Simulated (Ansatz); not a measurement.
Calculated with Ansatz (gas phase, PBE0-D4/def2-TZVP geometries, no zero-point term in ΔE). CCSD(T)/CBS is the MP2 limit (def2-TZVPP, def2-QZVPP) plus CCSD(T) − MP2 in def2-TZVPP, frozen cores. This one scheme is used for every species, atoms too. Functionals use def2-TZVPP. HSE06 is defined as in plane-wave codes. No spin–orbit coupling; open shells (•) take unrestricted orbitals. Spin–orbit coupling would lower the free atoms: a little for C, F, O.

Consider the atomization: `FC1OC1(F)F` → 2 C• + 3 F• + H• + O•.

```tsv
level	ΔE (kcal/mol)
r2SCAN-D4	699.1
PBE0-D4	699.4
HSE06-D4	700.5
ωB97X-V	695.8
```

Task: What does CCSD(T)/CBS give? (An estimate is asked.)

Result: Ansatz gave: +689.0 kcal/mol. The listed levels differ from it by 10.1, 10.4, 11.5, 6.8 kcal/mol.

Task: What do rigid-rotor, harmonic-oscillator terms from PBE0-D4/def2-TZVP frequencies (298.15 K, 1 bar) make of the CCSD(T)/CBS value? (Estimate.)

Result: Computed: ΔZPE = -21.9 kcal/mol, ΔH = +673.9 kcal/mol, ΔS = 773 J/(mol·K), ΔG = +618.8 kcal/mol. Open shells count their whole term as degenerate.

Largest T1 diagnostic among the species: 0.013.

From PBE to PBE0 (25 % exact exchange), in def2-TZVPP and without D4, ΔE moves by −34.4 kcal/mol: exact exchange takes away binding that semilocal exchange gives to molecules. In def2-TZVPP, CCSD(T) changes the Hartree–Fock value by +224.8 kcal/mol (the triples alone add +18.2 kcal/mol) and MP2 by +262.1 kcal/mol; breaking electron pairs costs correlation energy, which Hartree–Fock lacks. The D4 term adds +4.1 kcal/mol with B3LYP and +2.1 kcal/mol with PBE0; it sums over pairs of atoms, weighted by their polarisabilities, and B3LYP, whose exchange is more repulsive, gets the larger term.

B3LYP here is the variant with VWN-RPA as its local correlation; programs differ in this.

For atomizations the MP2-based limit and the directly extrapolated one differ by several kJ/mol either way, and by 10 to 25 for some Ge, Se and Sn compounds, so smaller differences from it don't rank the levels.
